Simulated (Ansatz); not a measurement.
# C5H8O: one species, many methods

One table from this session's results is given with a row withheld; the runs are named, their logs left out.

Computed with Ansatz 0.2.0, Gaussian basis. Level: functionals in def2-TZVPP, the program's frozen cores in correlated methods.

Levels to be run: PBE-D4, r2SCAN-D4, PBE0-D4, B3LYP-D4, ωB97X-V, ωB97M-V, B2PLYP; CCSD(T)/def2-TZVPP; MP2/def2-QZVPP; extrapolation to the limit.

## Structure used throughout

An earlier PBE0-D4 in a triple-zeta def2 set relaxation fixed the geometry.

SMILES `C#CCOCC`, 14 atoms, charge 0, spin multiplicity 1.

Atoms are counted from 1 here; the program's logs count them from 0.

Bond lengths: C1–C2 1.200 Å, C1–H7 1.064 Å, C2–C3 1.462 Å, C3–O4 1.404 Å, C3–H8 1.099 Å, C3–H9 1.093 Å, O4–C5 1.415 Å, C5–C6 1.514 Å, C5–H10 1.092 Å, C5–H11 1.098 Å, C6–H12 1.092 Å, C6–H13 1.092 Å, C6–H14 1.093 Å. Angles: C2–C1–H7 179.6°, C1–C2–C3 179.6°, C2–C3–O4 114.0°, C2–C3–H8 108.7°, C2–C3–H9 109.2°, O4–C3–H8 111.6°, O4–C3–H9 105.9°, H8–C3–H9 107.0°, C3–O4–C5 115.0°, O4–C5–C6 113.8°, O4–C5–H10 104.6°, O4–C5–H11 109.8°, C6–C5–H10 110.2°, C6–C5–H11 110.5°, H10–C5–H11 107.7°, C5–C6–H12 112.2°, C5–C6–H13 110.7°, C5–C6–H14 109.6° and more.

The first run:

in.yaml

```yaml
crystal:
  periodic: [false, false, false]
  atoms:
    - {symbol: C, position_ang: [-1.801530, 1.434167, 1.626085]}
    - {symbol: C, position_ang: [-0.887832, 0.665742, 1.502873]}
    - {symbol: C, position_ang: [0.219323, -0.275501, 1.346078]}
    - {symbol: O, position_ang: [1.205701, 0.147495, 0.441080]}
    - {symbol: C, position_ang: [0.753016, 0.358178, -0.883111]}
    - {symbol: C, position_ang: [0.350069, -0.913371, -1.600213]}
    - {symbol: H, position_ang: [-2.608339, 2.119073, 1.740207]}
    - {symbol: H, position_ang: [-0.188923, -1.257529, 1.070199]}
    - {symbol: H, position_ang: [0.726543, -0.397818, 2.306307]}
    - {symbol: H, position_ang: [1.598247, 0.825806, -1.391926]}
    - {symbol: H, position_ang: [-0.075246, 1.078402, -0.882953]}
    - {symbol: H, position_ang: [-0.545301, -1.365371, -1.167828]}
    - {symbol: H, position_ang: [1.158918, -1.646717, -1.571423]}
    - {symbol: H, position_ang: [0.126854, -0.690054, -2.646273]}
basis:
  gaussian: {orbitals: def2-TZVPP}
hamiltonian: {xc: pbe, dispersion: d4}
output: {forces: true, orbitals: {seedname: orbitals}}
```

Started as:

```sh
$ ansatz run in.yaml --threads 4 --pin off --events-out ev --progress --plain --max-ram 10444MiB
```

Steps of the session up to this table: PBE-D4 (GGA); r2SCAN-D4 (meta-GGA); PBE0-D4 (hybrid); B3LYP-D4 (hybrid); ωB97X-V (range-separated); ωB97M-V (range-separated); B2PLYP (double hybrid); CCSD(T) in def2-TZVPP; MP2 in def2-QZVPP.

One of the session's tables, all rows but one given; the rest of the session is left out.

It belongs to the step «Atomisation energies». 

```
            method  atomisation energy (kcal/mol)
            PBE-D4                         1417.6
         r2SCAN-D4                         1382.8
           PBE0-D4                         1389.7
          B3LYP-D4                         1380.5
           ωB97X-V                         1379.2
           ωB97M-V                         1383.3
            B2PLYP                         1368.6
     HF/def2-TZVPP                         1006.2
    MP2/def2-TZVPP                         1373.0
   CCSD/def2-TZVPP                         1324.4
CCSD(T)/def2-TZVPP                         1346.2
           MP2/CBS                         1405.5
       CCSD(T)/CBS                              ?
```

Q: Estimate the row for CCSD(T)/CBS from the others.

As computed: atomisation energy (kcal/mol): 1378.7. In the column «atomisation energy (kcal/mol)» it lies between MP2/def2-TZVPP (1373.0) and ωB97X-V (1379.2).
